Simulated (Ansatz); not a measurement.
**The cluster AlF₃: a spread of methods and bases**

Aim: run the cluster AlF₃ under a spread of inputs, and see what each costs and gives.

Program: Ansatz 0.2.0, Gaussian basis. Level of theory: the settings change from run to run. These are calculated values, not measurements.

## 1. The relaxed structure

The geometry comes from an earlier relaxation with PBE-D4 in a triple-zeta def2 set; it is a stationary point.

4 atoms, charge 0, spin multiplicity 1.

Atoms are counted from 1 here; the program's logs count them from 0.

Bond lengths: Al1–F2 1.647 Å, Al1–F3 1.647 Å, Al1–F4 1.647 Å. Angles: F2–Al1–F3 120.0°, F2–Al1–F4 120.0°, F3–Al1–F4 120.0°.

Coordinates:

```xyz
4
charge 0, multiplicity 1
Al    0.0000    0.0003   -0.0001
F     0.8015    0.2611    1.4150
F     0.8066   -0.6006   -1.3045
F    -1.6081    0.3392   -0.1105
```

## 2. RPBE/STO-3G

in.yaml reads:

```yaml
crystal:
  periodic: [false, false, false]
  atoms:
    - {symbol: Al, position_ang: [-0.000020, 0.000268, -0.000097]}
    - {symbol: F, position_ang: [0.801472, 0.261072, 1.415041]}
    - {symbol: F, position_ang: [0.806625, -0.600569, -1.304464]}
    - {symbol: F, position_ang: [-1.608076, 0.339229, -0.110480]}
basis:
  gaussian: {orbitals: STO-3G}
hamiltonian: {xc: {name: RPBE}}
scf: {omitted_lower_state_checks: [starts]}
output: {forces: true}
```

Started as:

```
> ansatz run in.yaml --threads 4 --pin off --events-out ev --progress --plain --max-ram 3916MiB
```

What it wrote:

```text
Functional definition: RPBE
  name "RPBE"
  cite "Hammer, Hansen & Nørskov, Phys. Rev. B 59, 7413 (1999) doi:10.1103/PhysRevB.59.7413"
  cite "Perdew, Burke & Ernzerhof, Phys. Rev. Lett. 77, 3865 (1996) doi:10.1103/PhysRevLett.77.3865"
  parameter kappa = 0.804
  parameter beta = 0.06672455060314922
  exchange = rpbe_x(kappa = kappa, mu = beta*pi^2/3)
  correlation = pbe_c(beta = beta)
these checks for a lower state are left out or cut short: starts
308 factors; integrals over basis functions are off by at most 2.3e-5 eV
mean field evaluation 1: about -14547.7926 eV, gradient 2.9e1 eV
mean field evaluation 2: about -14542.4234 eV, gradient 5.1e1 eV
mean field evaluation 4: about -14551.1458 eV, gradient 2.8e-1 eV
mean field evaluation 8: about -14551.1207 eV, gradient 1.3e-2 eV
mean field -14551.12067988 eV, -534.7438218816 hartree, gradient 8.0e-6 eV, S^2 0.000000; 0 other end points of the search recorded, 0 dependent functions left out
the calculation of the forces begins
reference -14551.12069216 eV, -534.7438223329 hartree; 20, 20 occupied and 4, 4 virtual orbitals, 308 factors
Total energy: -14551.12069216 eV, -534.7438223329 hartree
Atom 0 at    -0.000020     0.000268    -0.000097 Å, force     0.001510    -0.001389     0.000123 eV/Å
Atom 1 at     0.801472     0.261072     1.415041 Å, force     0.087059     0.028848     0.154086 eV/Å
Atom 2 at     0.806625    -0.600569    -1.304464 Å, force     0.087500    -0.064946    -0.142034 eV/Å
Atom 3 at    -1.608076     0.339229    -0.110480 Å, force    -0.176069     0.037487    -0.012174 eV/Å
Dipole moment:    -0.000062     0.000303    -0.000114 e Å
Checks for a lower state left out: starts
```

Run time: 0.4 s. Hardware: 4 threads of Arm Neoverse N1, shared host.

Largest force 0.180 eV/Å, dipole 0.00 D.

## 3. r2SCAN50/def2-mTZVP

Options: unrestricted orbitals, D3(BJ) with three-body dispersion, high accuracy.

Changes to in.yaml since step 2:

```diff
@@ -8,4 +8,6 @@
 basis:
-  gaussian: {orbitals: STO-3G}
-hamiltonian: {xc: {name: RPBE}}
+  gaussian: {orbitals: def2-mTZVP}
+magnetization: {spin_polarized: true, initial_magnetization: 0}
+hamiltonian: {xc: {name: r2SCAN50}, dispersion: d3bjatm}
+accuracy: high
 scf: {omitted_lower_state_checks: [starts]}
```

Launched as before.

What it wrote, cut to the lines that bear on the results:

```text
Functional definition: r2SCAN50
  name "r2SCAN50"
  cite "Bursch, Neugebauer, Ehlert & Grimme, J. Chem. Phys. 156, 134105 (2022) doi:10.1063/5.0086040"
  cite "Furness, Kaplan, Ning, Perdew & Sun, J. Phys. Chem. Lett. 11, 8208 (2020) doi:10.1021/acs.jpclett.0c02405"
  cite "Furness, Kaplan, Ning, Perdew & Sun, J. Phys. Chem. Lett. 11, 9248 (2020) doi:10.1021/acs.jpclett.0c03077"
  parent r2scan
[...]
1418 factors; integrals over basis functions are off by at most 9.0e-9 eV
[...]
mean field -14750.75917024 eV, -542.0804010827 hartree, gradient 3.7e-8 eV, S^2 0.000000; 0 other end points of the search recorded, 0 dependent functions left out
[...]
reference -14750.75917197 eV, -542.0804011461 hartree; 20, 20 occupied and 59, 59 virtual orbitals, 1418 factors
Total energy: -14750.77179293 eV, -542.0808649581 hartree
Atom 0 at    -0.000020     0.000268    -0.000097 Å, force     0.001105    -0.003043     0.000899 eV/Å
Atom 1 at     0.801472     0.261072     1.415041 Å, force    -0.562806    -0.182304    -0.993441 eV/Å
Atom 2 at     0.806625    -0.600569    -1.304464 Å, force    -0.566647     0.422540     0.915399 eV/Å
Atom 3 at    -1.608076     0.339229    -0.110480 Å, force     1.128348    -0.237194     0.077143 eV/Å
Dipole moment:    -0.000064     0.000656    -0.000236 e Å
Checks for a lower state left out: starts
```

It took 9 s on 4 threads of Arm Neoverse N1, shared host.

Largest force 1.157 eV/Å, dipole 0.00 D, ⟨S²⟩ 0.000.

## 4. B2GP-PLYP/6-31G

in.yaml reads:

```yaml
crystal:
  periodic: [false, false, false]
  atoms:
    - {symbol: Al, position_ang: [-0.000020, 0.000268, -0.000097]}
    - {symbol: F, position_ang: [0.801472, 0.261072, 1.415041]}
    - {symbol: F, position_ang: [0.806625, -0.600569, -1.304464]}
    - {symbol: F, position_ang: [-1.608076, 0.339229, -0.110480]}
basis:
  gaussian: {orbitals: 6-31G}
hamiltonian: {xc: {name: B2GP-PLYP}}
```

Launched as before.

What it wrote, cut to the lines that bear on the results:

```text
Functional definition: B2GP-PLYP
  name "B2GP-PLYP"
  cite "Karton, Tarnopolsky, Lamère, Schatz & Martin, J. Phys. Chem. A 112, 12868 (2008) doi:10.1021/jp801805p"
  cite "Becke, Phys. Rev. A 38, 3098 (1988) doi:10.1103/PhysRevA.38.3098"
  cite "Lee, Yang & Parr, Phys. Rev. B 37, 785 (1988) doi:10.1103/PhysRevB.37.785"
[...]
372 factors; integrals over basis functions are off by at most 2.2e-4 eV
[...]
mean field -14731.52916558 eV, -541.3737114461 hartree, gradient 4.0e-6 eV, S^2 0.000000; 0 other end points of the search recorded, 0 dependent functions left out
8 core orbitals not correlated: weight in the atoms' cores, before any rotation towards them, 1.000 or more for the frozen orbitals, at most 0.000 for the correlated occupied ones
reference -14731.52927488 eV, -541.3737154626 hartree; 12, 12 occupied and 20, 20 virtual orbitals, 372 factors
second order -12.94599644 eV of doubles, -0.00000000 eV of singles
Total energy: -14736.18983360 eV, -541.5449878365 hartree
```

It took 0.75 s on 4 threads of Arm Neoverse N1, shared host.

## 5. rPW86-PBE/cc-pVDZ

Options: charge +1, multiplicity 2.

Changes to in.yaml since step 4:

```diff
@@ -8,3 +8,7 @@
 basis:
-  gaussian: {orbitals: 6-31G}
-hamiltonian: {xc: {name: B2GP-PLYP}}
+  gaussian: {orbitals: cc-pVDZ}
+total_charge: 1
+magnetization: {spin_polarized: true, initial_magnetization: 1}
+hamiltonian: {xc: {name: rPW86-PBE}}
+scf: {omitted_lower_state_checks: [starts]}
+output: {forces: true}
```

Launched as before.

What it wrote, cut to the lines that bear on the results:

```text
Functional definition: rPW86-PBE
  name "rPW86-PBE"
  cite "Murray, Lee & Langreth, J. Chem. Theory Comput. 5, 2754 (2009) doi:10.1021/ct900365q"
  cite "Perdew, Burke & Ernzerhof, Phys. Rev. Lett. 77, 3865 (1996) doi:10.1103/PhysRevLett.77.3865"
  parent pbe
[...]
661 factors; their error is unknown
[...]
mean field -14759.60039553 eV, -542.4053101193 hartree, gradient 2.6e-5 eV, S^2 0.752259; 0 other end points of the search recorded, 0 dependent functions left out
[...]
reference -14759.60049651 eV, -542.4053138302 hartree; 20, 19 occupied and 40, 41 virtual orbitals, 661 factors
Total energy: -14759.60049651 eV, -542.4053138302 hartree
Atom 0 at    -0.000020     0.000268    -0.000097 Å, force     0.000424     0.000349    -0.000484 eV/Å
Atom 1 at     0.801472     0.261072     1.415041 Å, force     1.193339     0.388638     2.106818 eV/Å
Atom 2 at     0.806625    -0.600569    -1.304464 Å, force     1.200827    -0.894085    -1.941838 eV/Å
Atom 3 at    -1.608076     0.339229    -0.110480 Å, force    -2.394591     0.505098    -0.164495 eV/Å
Dipole moment:     0.000051     0.000500    -0.000180 e Å
Checks for a lower state left out: starts
```

It took 2.7 s on 4 threads of Arm Neoverse N1, shared host.

Largest force 2.453 eV/Å, ⟨S²⟩ 0.752.

## 6. All runs side by side

```
              level  charge  multiplicity  geometry  functions  energy (eV)    time
        RPBE/STO-3G       0             1   relaxed         24   -14551.121   0.4 s
r2SCAN50/def2-mTZVP       0             1   relaxed         79   -14750.772     9 s
    B2GP-PLYP/6-31G       0             1   relaxed         40   -14736.190  0.75 s
  rPW86-PBE/cc-pVDZ       1             2   relaxed         60   -14759.600   2.7 s
```

## 7. Summary of results

| quantity | value |
| --- | --- |
| runs | 4 |
| quickest | RPBE/STO-3G, 0.4 s |
| slowest | r2SCAN50/def2-mTZVP, 9 s |
| spread of total energies, same state and geometry | 199.7 eV |
| dipole, same state and geometry | 0.00 to 0.00 D |

In words: Run time spans a factor of 23, from RPBE/STO-3G to r2SCAN50/def2-mTZVP. The jobs differ in tasks and options as well as level. The totals spread over 200 eV; they can't be compared across methods or bases. At the PBE-D4/def2-TZVP geometry and in the same state, the sound runs without point charges leave forces up to 1.16 eV/Å (r2SCAN50/def2-mTZVP).
